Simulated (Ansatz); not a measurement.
Born–Oppenheimer molecular dynamics of BF2H (4 atoms, charge 0, multiplicity 1). It starts at the highest image of a converged band. Of that band: Neighbouring images differ by up to 1.9 eV, so the band resolves the path poorly. A vibrational analysis at the climbing image gives one clearly imaginary mode, 1311i cm⁻¹: a first-order saddle point.

All numbers below come from RKS B3LYP/def2-TZVP (Ansatz 0.2.0).

| Property | Result |
| --- | --- |
| ensemble | NVE (velocity Verlet) |
| time step | 0.5 fs |
| steps asked | 200 |
| starting velocities drawn for | 100 K |
| seed | 7329 |

First frame:

```xyz
4
Properties=species:S:1:pos:R:3
B -0.328 0.000 0.334
H 0.829 0.000 1.014
F 1.552 0.000 0.078
F -0.930 0.000 -0.777
```

(1) What does the run give?

(2) What happens to the structure?

(3) How do temperature and energy run in time?

Answers

(1) The run went to its last step.

- steps done: 200
- time covered: 100 fs
- mean temperature over the second half: 2236 K
- spread of the potential energy over the second half: 3.9 meV per atom
- mean potential energy of the second half above the start: -138.0 meV per atom

The conserved energy stayed within 0.073 meV per atom of its start (net change 0.0088 meV per atom), so the integration is sound. The system heated up, since it started high on the potential surface and ran downhill. A run of 0.1 ps of so small a system gives no equilibrium averages. The orbitals stay closed-shell, which can raise the energy where a bond breaks towards radicals; this wasn't checked here.

(2) The step under study would form H2–F3 and break B1–H2, B1–F3. These pairs go: H2–F3 1.18 → 0.91 Å, B1–H2 1.34 → 5.59 Å, B1–F3 1.90 → 4.70 Å. In the last frame they stand as after the step (other bonds may differ from the relaxed reactants and products). It ends as BF + FH. Pairs count as bonded within 1.25 times the sum of covalent radii (0.12 Å more for H–H). The details hang on the random start.

(3) 
```csv
time (fs),T (K),potential energy less start (eV),conserved less start (meV/atom)
0.0,100,0.000,0.00
8.0,70,0.008,0.02
16.0,522,-0.109,0.03
24.0,1606,-0.390,-0.05
32.0,2047,-0.504,-0.05
40.0,2356,-0.583,-0.06
48.0,2404,-0.596,-0.07
56.0,2224,-0.549,-0.04
64.0,2300,-0.569,-0.04
72.0,2308,-0.571,-0.05
80.0,2142,-0.528,-0.01
88.0,2222,-0.549,0.00
96.0,2248,-0.555,-0.01
```

Time of the run: 2 min on 2 threads of Arm Neoverse V2 (shared host), peak memory 0.13 GiB.
